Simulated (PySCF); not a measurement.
Species: C5H5 (doublet state).
Structure used (GFN2-xTB), in Å, numbered top down from 1:
```xyz
10
C5H5 angstrom
C     -1.370    0.441    0.157
C     -0.385   -0.673    0.289
C      0.884   -0.593   -0.119
C      2.135   -1.138   -0.625
C      2.027    0.197   -0.414
H     -0.920    1.311   -0.314
H     -1.746    0.724    1.142
H     -2.228    0.124   -0.438
H     -0.749   -1.596    0.720
H      2.361    1.208   -0.423
```

As a line formula: `C/C=C1[C]=C/1` [radical].

Theory: UKS B3LYP, pcH-1 on C H, non-relativistic, mean-field spin-orbit, GIAO in PySCF. Geometry: GFN2-xTB; no solvent, vibrations or thermal averaging. Couplings are sensitive to structure, and on GFN2-xTB geometries they can be far from those on DFT ones. The frame is twisted about the C2–C3 bond at this geometry (dihedral C1–C2–C3–C5 = 26°); couplings at other torsion angles weren't computed. No stability test was run, so a lower SCF solution isn't excluded.

(1) Match the computed a_iso(13C) values +120.3, +27.3, -19.8, +5.0 MHz with the sites C2; C3; C4; C5.

Results:

(1) 
```tsv
site	a_iso (MHz)	ρ(0) (bohr⁻³)	position	distance from C2 (Å)	spin population	largest |T| (MHz)
C2	+27.3	+0.0243	largest spin population	0.00	+0.46	75.1
C3	-19.8	-0.0177	1 bond from C2	1.34	+0.05	43.6
C4	+120.3	+0.1070	2 bonds from C2	2.72	+0.27	67.3
C5	+5.0	+0.0045	2 bonds from C2	2.66	+0.20	41.0
```

ρ(0) is the spin density at the nucleus and T the dipolar tensor; entries for several nuclei are means. The Mulliken spin populations are largest on C2 (+0.46), C4 (+0.27) and C5 (+0.20). Three atoms exceed +0.15.

Means are taken over nuclei equivalent by connectivity, which assumes that they swap fast. The three 1H nuclei of mean +36.1 MHz run from 0.1 to 69.7 MHz in the frozen geometry.

The SMILES `C/C=C1[C]=C/1` draws the unpaired electron on C4, whose computed spin population is only +0.27.
